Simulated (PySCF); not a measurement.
# `O=c1cc1`, C3H2O

Molfile (atoms numbered from 1):
```
C3H2O
     RDKit          3D

  6  6  0  0  0  0  0  0  0  0999 V2000
    2.0365   -0.2608    0.0488 O   0  0  0  0  0  0  0  0  0  0  0  0
    0.8466   -0.0996    0.0067 C   0  0  0  0  0  0  0  0  0  0  0  0
   -0.4990   -0.5976   -0.0507 C   0  0  0  0  0  0  0  0  0  0  0  0
   -0.3188    0.7390   -0.0242 C   0  0  0  0  0  0  0  0  0  0  0  0
   -1.2536   -1.3862   -0.0906 H   0  0  0  0  0  0  0  0  0  0  0  0
   -0.8379    1.6999   -0.0286 H   0  0  0  0  0  0  0  0  0  0  0  0
  1  2  2  0
  2  3  1  0
  3  4  2  0
  4  2  1  0
  3  5  1  0
  4  6  1  0
M  END
```

Computed, not measured: UKS PBE0/cc-pVDZ four-point reorganisation energy, gas phase (PySCF 2.14.0). Geometry: PBE0/cc-pVDZ.

(1) What is the inner reorganisation energy for hole transfer, with the ionisation energy?

Results:

(1) λ = 0.159 (surface of the oxidised species) + 0.194 (surface of the starting species) = 0.353 eV. The ionisation energy is 9.40 eV vertical and 9.24 eV adiabatic without zero-point energy; at the relaxed geometry of the oxidised species the two energies differ by 9.05 eV. Largest bond changes: C3–C4 1.349 → 1.319 Å, O1–C2 1.202 → 1.192 Å, C2–C3 1.436 → 1.440 Å, C4–C2 1.436 → 1.440 Å, C4–H6 1.092 → 1.095 Å. ⟨S²⟩ of the relaxed oxidised species 0.758.
